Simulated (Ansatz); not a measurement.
One geometry of the cluster Si2C, several levels of theory.

```yaml
crystal:
  periodic: [false, false, false]
  atoms:
    - {symbol: Si, position_ang: [-1.069872, 0.913776, -0.498080]}
    - {symbol: Si, position_ang: [1.125089, -0.483473, 0.853287]}
    - {symbol: C, position_ang: [-0.055227, -0.430304, -0.355217]}
basis:
  gaussian: {orbitals: def2-TZVP, initial_orbitals: start.molden}
hamiltonian: {xc: {name: r2SCAN0}, dispersion: d4}
scf: {omitted_lower_state_checks: [starts]}
output: {orbitals: {seedname: orbitals}}
```

The file start.molden holds the orbitals of an earlier run on this structure, at another level or in another basis.

```sh
$ ansatz run in.yaml --threads 4 --pin off --events-out ev --progress --plain --max-ram 3916MiB
```

Shortened log:

```
Functional definition: r2SCAN0
716 factors; their error is unknown
mean field evaluation 1: about -16786.6402 eV, gradient 5.7e0 eV
mean field evaluation 2: about -16786.6666 eV, gradient 2.5e-2 eV
mean field evaluation 4: about -16786.7353 eV, gradient 2.6e-5 eV
mean field evaluation 8: about -16786.7353 eV, gradient 1.9e-5 eV
mean field -16786.73530141 eV, -616.9011438691 hartree, gradient 1.9e-5 eV, S^2 0.000000; 0 other end points of the search recorded, 0 dependent functions left out
reference -16786.73530825 eV, -616.9011441204 hartree; 17, 17 occupied and 88, 88 virtual orbitals, 716 factors
Total energy: -16786.76146967 eV, -616.9021055346 hartree
Checks for a lower state left out: starts
```

It took 0.95 s on 4 threads of Arm Neoverse V2 on a shared host.

As the first input, with `gaussian: {orbitals: def2-TZVPD, initial_orbitals: start.molden}`, `hamiltonian: {xc: pbe, dispersion: d4}` (abridged; 0.5 s):

```
Functional definition: PBE
mean field -16780.26260667 eV, -616.6632767246 hartree, gradient 1.4e-5 eV, S^2 0.000000
Total energy: -16780.36978871 eV, -616.6672155920 hartree
Checks for a lower state left out: starts
```

As the first input, with `correlation: {method: mp2}` and without the key `hamiltonian` (abridged; 0.3 s):

```
Functional definition: HF
mean field -16752.50461427 eV, -615.6431893190 hartree, gradient 9.9e-6 eV, S^2 0.000000
11 core orbitals not correlated: weight in the atoms' cores, before any rotation towards them, 1.000 or more for the frozen orbitals, at most 0.000 for the correlated occupied ones
second order -9.13840766 eV of doubles, -0.00000000 eV of singles
Total energy: -16761.64302194 eV, -615.9790196065 hartree
Checks for a lower state left out: starts
```

The first input with `hamiltonian: {xc: pbe0, dispersion: d4}` and without the key `scf` (abridged; 0.6 s):

```
Functional definition: PBE0
mean field evaluation 16: about -16781.4322 eV, gradient 5.2e-4 eV
mean field -16781.43217699 eV, -616.7062576412 hartree, gradient 2.5e-5 eV, S^2 0.000000; 1 other end points of the search recorded, 0 dependent functions left out
Total energy: -16781.52183515 eV, -616.7095525179 hartree
```

The first input with `gaussian: {orbitals: 6-31G}`, `hamiltonian: {xc: {name: B3LYP}, dispersion: d4}` (abridged; 0.2 s):

```
Functional definition: B3LYP
mean field evaluation 16: about -16787.3505 eV, gradient 1.6e-5 eV
mean field -16787.35046612 eV, -616.9237507552 hartree, gradient 1.6e-5 eV, S^2 0.000000
Total energy: -16787.53089704 eV, -616.9303814692 hartree
Checks for a lower state left out: starts
```

First input, but with `hamiltonian: {xc: {name: B3LYP}, dispersion: d4}` (abridged; 0.5 s):

```
Functional definition: B3LYP
mean field -16790.54208039 eV, -617.0410404160 hartree, gradient 3.0e-5 eV, S^2 0.000000
Total energy: -16790.72250484 eV, -617.0476708925 hartree
Checks for a lower state left out: starts
```

As the first input, with `hamiltonian: {xc: r2scan, dispersion: d4}` (abridged; 1 s):

```
Functional definition: r2SCAN
mean field -16787.23249145 eV, -616.9194152659 hartree, gradient 8.5e-6 eV, S^2 0.000000
Total energy: -16787.25290597 eV, -616.9201654855 hartree
Checks for a lower state left out: starts
```

Geometry: PBE0-D4/def2-TZVP.

B3LYP takes the VWN-RPA correlation. Correlated methods freeze 11 core orbitals. The structure comes from a short search, and lower isomers may exist.
